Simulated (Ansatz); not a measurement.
## CsCl-type TlBr

All values below come from BLYP (PAW; Ansatz, a quantum-chemistry and plane-wave program).

Numerical settings: plane-wave cutoff 520 eV, 8×8×8 k mesh, Fermi–Dirac smearing 0.01 eV, scalar-relativistic PAW data made under PBE.

Cell: measured lattice: a = b = c = 3.980 Å, α = β = γ = 90.00°.

- band gap = 1.98 eV
- Γ–Γ gap = 8.40 eV

Measured, for comparison: band gap 2.68 eV (temperature not stated, no zero-point or thermal correction, detector crystals, literature values; as tabulated in Piasecki et al. (2022), doi:10.1039/d1ma01259b).

Note: cell and atoms aren't relaxed at this level (pressure 3.5 GPa).

Spin–orbit coupling is not included; with these elements it can move the gap by several tenths of an eV or more.

The computed numbers hold no vibrational or temperature effects.

Computing time: very roughly 6 core-seconds.
